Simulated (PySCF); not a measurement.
Electric field gradients and quadrupole coupling constants

Compound: ClH5Si2.
Atom-mapped SMILES: `[SiH3:1][SiH2:2][Cl:3]` (hydrogens: H4, H5, H6 on Si1; H7, H8 on Si2)

Structure used (PBE0-D3(BJ)/def2-SVP), in Å, numbered top down from 1:
```xyz
8
ClH5Si2 angstrom
Si     1.2027    0.1713    0.0357
Si    -1.1048   -0.3004   -0.0211
Cl    -2.1514    1.4574   -0.3817
H      1.7683   -0.2180    1.3638
H      1.9089   -0.6005   -1.0325
H      1.4135    1.6328   -0.1854
H     -1.5796   -0.8567    1.2796
H     -1.4396   -1.2671   -1.1076
```

Field gradients from the PBE0/pcSseg-1 density (PySCF, non-relativistic), principal values in atomic units, ordered |Vxx| ≤ |Vyy| ≤ |Vzz|:

```csv
atom,Vxx,Vyy,Vzz
Cl3,-1.1847,-1.2275,2.4122
```

Q: Find the asymmetry η = (Vxx − Vyy)/Vzz and the couplings χ = eQV/h (234.96 MHz × Q in barn × V in au), with Q(35Cl) = −0.0817 b.

A: 
```csv
atom,environment,nucleus,η,χzz (MHz),χxx (MHz),χyy (MHz)
Cl3,silicon-bound chlorine,35Cl,0.02,-46.31,22.74,23.56
```

The gradient is axial or nearly so (η below 0.05) at Cl3. The tensor is traceless: Vxx + Vyy + Vzz = 0.

Q: What is Vzz at Cl3 in SI units (1 au = 9.71736 × 10²¹ V/m²)?

A: 2.4122 au = 23.440 × 10²¹ V/m².

Q: And the gradient at the other heavy atoms, for which no coupling is worked out here?

A: 
```tsv
atom	environment	Vzz (au)	η
Si1	SiH3 silicon	0.100	0.37
Si2	chlorine-bound silicon	0.771	0.03
```

Q: What couplings would deuterons (Q(2H) = 0.00286 b) have in place of the hydrogens, at this geometry?

A: 
| atom | bonded to | bond length (Å) | Vzz (au) | η | χzz (kHz) |
| --- | --- | --- | --- | --- | --- |
| H4 | Si1 | 1.495 | 0.1406 | 0.00 | 94 |
| H5 | Si1 | 1.495 | 0.1406 | 0.00 | 95 |
| H6 | Si1 | 1.493 | 0.1416 | 0.01 | 95 |
| H7 | Si2 | 1.492 | 0.1391 | 0.04 | 93 |
| H8 | Si2 | 1.492 | 0.1390 | 0.04 | 93 |

Geometry: PBE0-D3(BJ)/def2-SVP; no solvent, vibrations or thermal averaging. The small basis limits the accuracy of the gradients.
